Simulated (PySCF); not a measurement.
# H3O+ (oxonium): levels of theory compared

We compute a comparison of 6 runs (B2PLYP/aug-cc-pVTZ, M06-2X/aug-cc-pVTZ, PBE/aug-cc-pVTZ, r2SCAN/aug-cc-pVTZ, wB97M-V/aug-cc-pVTZ, CCSD(T)/aug-cc-pVTZ) of H3O+ (oxonium). The job is set up through a Python script.

The calculation is run with PySCF 2.14.0.

3 further runs of the same task are left out: 3 set aside as unsound or not needed.

### 1 The structure to begin with

H3O+ has 4 atoms, charge +1, and is taken as a singlet. SMILES: `[OH3+]`. Geometry: relaxed at PBE0-D4/def2-TZVP.

Bond lengths: O1–H2 0.978 Å, O1–H3 0.978 Å, O1–H4 0.978 Å. Angles: H2–O1–H3 113.0°, H2–O1–H4 113.0°, H3–O1–H4 113.0°.

### 2 The energy at B2PLYP/aug-cc-pVTZ (run 1)

The input, calc.py:

```python
from pyscf import gto, dft, mp

system = gto.M(
    atom=[
    ('O', (0.181970, -0.056700, -0.052760)),
    ('H', (0.219060, 0.918440, 0.015140)),
    ('H', (-0.408890, -0.368290, -0.767380)),
    ('H', (0.007860, -0.493450, 0.805020)),
],
    basis='aug-cc-pvtz',
    charge=1,
    verbose=3,
    max_memory=1860,
)

mf = dft.RKS(system, xc='0.53*HF + 0.47*B88, 0.73*LYP')
mf.conv_tol = 1e-10
mf.grids.level = 5
mf.kernel()
if not mf.converged:
    mf = mf.newton().run(mf.mo_coeff, mf.mo_occ)

pt = mp.MP2(mf, frozen=1).run()
e_tot = mf.e_tot + 0.27 * pt.e_corr
print('PT2 part  %.8f' % (0.27 * pt.e_corr))
print('E(%s) = %.9f' % ('B2PLYP', e_tot))
```

Launch:

```console
$ OMP_NUM_THREADS=1 python calc.py
```

Output:

```text
converged SCF energy = -76.6036736620634
E(RMP2) = -76.9092304593213  E_corr = -0.305556797257895
E(SCS-RMP2) = -76.9080263939488  E_corr = -0.304352731885449
PT2 part  -0.08250034
E(B2PLYP) = -76.686173997
```

Wall time 7.5 s (1 thread of Arm Neoverse V2, shared host); peak memory 0.58 GiB.

### 3 A single-point energy at M06-2X/aug-cc-pVTZ (run 2)

The input, job.py:

```python
from pyscf import gto, dft

mol = gto.M(
    atom='O 0.181970 -0.056700 -0.052760; H 0.219060 0.918440 0.015140; H -0.408890 -0.368290 -0.767380; H 0.007860 -0.493450 0.805020',
    verbose=3,
    charge=1,
    basis='aug-cc-pvtz',
    spin=0,
    max_memory=1860,
)

ks = dft.RKS(mol, xc='m06-2x')
ks.conv_tol = 1e-10
ks.grids.level = 5
ks.kernel()
if not ks.converged:
    ks = ks.newton().run(ks.mo_coeff, ks.mo_occ)

e_final = ks.e_tot
print('E = %.10f Eh' % e_final)
```

Launch:

```console
$ OMP_NUM_THREADS=1 python job.py
```

Output:

```text
converged SCF energy = -76.7022377171238
E = -76.7022377171 Eh
```

Run time: 17 s. Hardware: 1 thread of Arm Neoverse V2, shared host; peak memory 0.64 GiB.

Run 3 isn't shown in full; the table further down has it.

### 4 A single-point energy at r2SCAN/aug-cc-pVTZ (run 4)

The input, input.py:

```python
from pyscf import gto, dft

system = gto.M(
    atom=[
    ('O', (0.181970, -0.056700, -0.052760)),
    ('H', (0.219060, 0.918440, 0.015140)),
    ('H', (-0.408890, -0.368290, -0.767380)),
    ('H', (0.007860, -0.493450, 0.805020)),
],
    verbose=3,
    max_memory=1860,
    charge=1,
    spin=0,
    basis='aug-cc-pvtz',
)

calc0 = dft.RKS(system, xc='r2scan')
calc0.conv_tol = 1e-10
calc0.grids.level = 5
calc0.kernel()
if not calc0.converged:
    calc0 = calc0.newton().run(calc0.mo_coeff, calc0.mo_occ)

e_final = calc0.e_tot
print('E = %.10f Eh' % e_final)
```

Launch:

```console
$ OMP_NUM_THREADS=1 python input.py
```

Output:

```text
converged SCF energy = -76.6974042847585
E = -76.6974042848 Eh
```

Wall time 16 s (1 thread of Arm Neoverse V2, shared host); peak memory 0.64 GiB.

Run 5 isn't shown in full; the table further down has it.

### 5 The energy at CCSD(T)/aug-cc-pVTZ (run 6)

The input, input.py:

```python
from pyscf import gto, scf, cc

mol = gto.M(
    atom='''
O    0.181970  -0.056700  -0.052760
H    0.219060   0.918440   0.015140
H   -0.408890  -0.368290  -0.767380
H    0.007860  -0.493450   0.805020
''',
    basis='aug-cc-pvtz',
    spin=0,
    verbose=4,
    charge=1,
    max_memory=1860,
)

myscf = scf.RHF(mol)
myscf.conv_tol = 1e-10
myscf.kernel()
if not myscf.converged:
    myscf = myscf.newton().run(myscf.mo_coeff, myscf.mo_occ)

mycc = cc.CCSD(myscf, frozen=1)
mycc.kernel()
e_t = mycc.ccsd_t()
e_final = mycc.e_tot + e_t
print('E(%s) = %.9f' % ('CCSD(T)', e_final))
```

Launch:

```console
$ OMP_NUM_THREADS=1 python input.py
```

Output:

```text
PySCF version 2.14.0

[... 56 lines left out ...]
converged SCF energy = -76.3398767783391
[... 12 lines left out ...]
Init t2, MP2 energy = -76.6000941292006  E_corr(MP2) -0.260217350861491
[... 11 lines left out ...]
CCSD converged
[... 2 lines left out ...]
E(CCSD(T)) = -76.615523858
```

Wall time 29 s (1 thread of Arm Neoverse V2, shared host); peak memory 1.6 GiB.

### 6 Overview of the runs

| run | level | frozen core orbitals | nlc grid | energy (Eh) | HOMO energy (eV) | LUMO energy (eV) | HOMO–LUMO gap (eV) | wall time |
| --- | --- | --- | --- | --- | --- | --- | --- | --- |
| 1 | B2PLYP/aug-cc-pVTZ | 1 | – | -76.686174 | -22.66 | -6.35 | 16.32 | 7.5 s |
| 2 | M06-2X/aug-cc-pVTZ | – | – | -76.702238 | -22.68 | -6.64 | 16.05 | 17 s |
| 3 | PBE/aug-cc-pVTZ | – | – | -76.652026 | -18.65 | -8.18 | 10.47 | 6.3 s |
| 4 | r2SCAN/aug-cc-pVTZ | – | – | -76.697404 | -19.10 | -7.20 | 11.90 | 16 s |
| 5 | wB97M-V/aug-cc-pVTZ | – | 1 | -76.703128 | -23.23 | -5.82 | 17.41 | 25 s |
| 6 | CCSD(T)/aug-cc-pVTZ | 1 | – | -76.615524 | -25.89 | -4.67 | 21.22 | 29 s |

### 7 Outcome

```
                                         quantity         value
                              run 6: total energy  -76.61552 Eh
       run 6: HOMO energy (Hartree–Fock orbitals)     -25.89 eV
       run 6: LUMO energy (Hartree–Fock orbitals)      -4.67 eV
     run 6: HOMO–LUMO gap (Hartree–Fock orbitals)      21.22 eV
run 6: correlation energy (1 core orbital frozen)    -275.6 mEh
                            run 6: (T) correction     -7.31 mEh
                             run 6: T1 diagnostic         0.006
```

What this shows: Over runs 1, 2, 3, 4, 5 the HOMO–LUMO gap runs from 10.47 eV (PBE/aug-cc-pVTZ) to 17.41 eV (wB97M-V/aug-cc-pVTZ). Totals of different functionals can't be ranked against each other. All runs together took 1.7 min, the longest 29 s.
